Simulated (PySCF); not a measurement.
Excitations are Tamm–Dancoff values on a coarser integration grid. The basis has no diffuse functions, so Rydberg states are missing or too high.

Z-matrix (Å, degrees):
```
C
H 1 1.0845
Cl 1 1.7591 2 107.73
Cl 1 1.7591 2 107.73 3 120.00
Cl 1 1.7591 2 107.73 3 -120.00
```
Charge 0, multiplicity 1.

**Question.** Estimate the HOMO–LUMO gap, T1 excitation (TDA), HOMO, dipole moment, S1 excitation (TDA), total energy, LUMO and S1–T1 gap (TDA) that PySCF with PBE-D3(BJ)/def2-TZVP // PBE0-D3(BJ)/def2-TZVP returns for this input.

**Answer.** 
```yaml
HOMO–LUMO gap: 5.55 eV
T1 excitation (TDA): 5.31 eV
HOMO: -7.41 eV
dipole_moment: 1.02 D
S1 excitation (TDA): 5.74 eV
total_energy: -1418.7484 Ha
LUMO: -1.86 eV
S1–T1 gap (TDA): 0.43 eV
```
